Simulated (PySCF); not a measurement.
## Sulfur: highly charged ions in a basis for the neutral atom

S(14+) 1s2, S(15+) 1s1. Computed with PySCF 2.14 in x2c-TZVPall (5s5p2d1f, 37 functions), with the spin-free X2C one-electron Hamiltonian (Gaussian nucleus). No spin-orbit coupling, so a gap to NIST mixes the basis error with missing relativistic terms.

Changed run: basis of the neutral atom used for a highly charged ion. This setting is unsound on purpose.

| species | method | sound run (hartree) | changed run (hartree) | converged |
| --- | --- | --- | --- | --- |
| S(14+) | UHF | not run | -246.90133 | yes |
| S(14+) | M06-L | not run | -247.07570 | yes |
| S(14+) | PBE | not run | -246.76280 | yes |
| S(15+) | UHF | not run | -128.37617 | yes |
| S(15+) | M06-L | not run | -128.42995 | yes |
| S(15+) | PBE | not run | -128.28329 | yes |

Ionisation energy of S(14+):

```json
{"method": "UHF", "changed run (eV)": "3225.2", "NIST (eV)": "3223.8"}
{"method": "M06-L", "changed run (eV)": "3228.5", "NIST (eV)": "3223.8"}
{"method": "PBE", "changed run (eV)": "3224.0", "NIST (eV)": "3223.8"}
```

The contracted functions were made for the neutral atom and can be too rigid for a highly charged ion.
